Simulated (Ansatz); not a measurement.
# doublet BCl(+): levels of theory in one basis

```yaml
atoms:
  - { symbol: B, position_ang: [0.0000, 0.0000, -0.8660] }
  - { symbol: Cl, position_ang: [0.0000, 0.0000, 0.8660] }
```

Basis set: def2-SVP (spherical functions). Frozen core: 6 orbitals. Correlation on ROHF uses semicanonical orbitals with singles. Charge 1, multiplicity 2.

Computed with Ansatz (development build ahead of 0.2.0); each method stands on the lowest determinant of its kind that the runs found.

```
  method  E − E(ROHF) (eV)  <S²> of the determinant
    ROHF              0.00                        –
     UHF             -0.04                     0.76
ROHF-MP2             -4.75                        –
 UHF-MP2             -4.77                     0.76
```

Problem. What does ROHF-CCSD(T) give on the same scale?

Solution. -5.49 eV.

Problem. Is a single determinant a sound starting point here?

Solution. By this sign, yes. Unrestricted orbitals gain 0.04 eV and <S²> is 0.76 against 0.75 for a pure state.
